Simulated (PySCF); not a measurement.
Zinc-blende AlN (metastable phase): cohesive energy by level of theory

No measured value is used here.

```json
[
 {"level (code)": "PBE (PySCF)", "value (eV/atom)": "5.72 ± 0.04", "cell (Å³/atom)": "10.70"},
 {"level (code)": "Hartree–Fock (PySCF)", "value (eV/atom)": "3.99 ± 0.08", "cell (Å³/atom)": "10.36"},
 {"level (code)": "MP2 (PySCF)", "value (eV/atom)": "6.24 ± 0.1", "cell (Å³/atom)": "10.56"},
 {"level (code)": "CCSD (PySCF)", "value (eV/atom)": "5.84 ± 0.1", "cell (Å³/atom)": "10.46"},
 {"level (code)": "CCSD(T) (PySCF)", "value (eV/atom)": "5.98 ± 0.1", "cell (Å³/atom)": "10.53"}
]
```

A ± on a computed value is a rough bar: the spread of its extrapolation, a floor set from checks against published values, or a statistical error. Each level is taken at its own relaxed cell.
